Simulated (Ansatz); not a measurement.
A calculation with Ansatz (development build ahead of 0.2.0).

```yaml
crystal:
  periodic: [false, false, false]
  atoms:
    - { symbol: C, position_ang: [0.0, 0.0, -0.68491] }
    - { symbol: O, position_ang: [0.0, 0.0, 0.51368] }
basis:
  gaussian: { orbitals: cc-pVDZ }
total_charge: 1
magnetization:
  spin_polarized: true
  initial_magnetization: 1
hamiltonian:
  xc: hf
correlation:
  method: mp2
  frozen_orbitals: { C: 1, O: 1 }
```

The input is written out in the form of the current development build from the run's settings.

Output:

```json
{
 "Converged": "yes",
 "Reference energy": "-112.25093 hartree",
 "Correlation energy": "-0.24509 hartree",
 "Total energy": "-112.49602 hartree",
 "Spin squared of the determinant": "1.254"
}
```

Caution: the unrestricted determinant is spin contaminated.
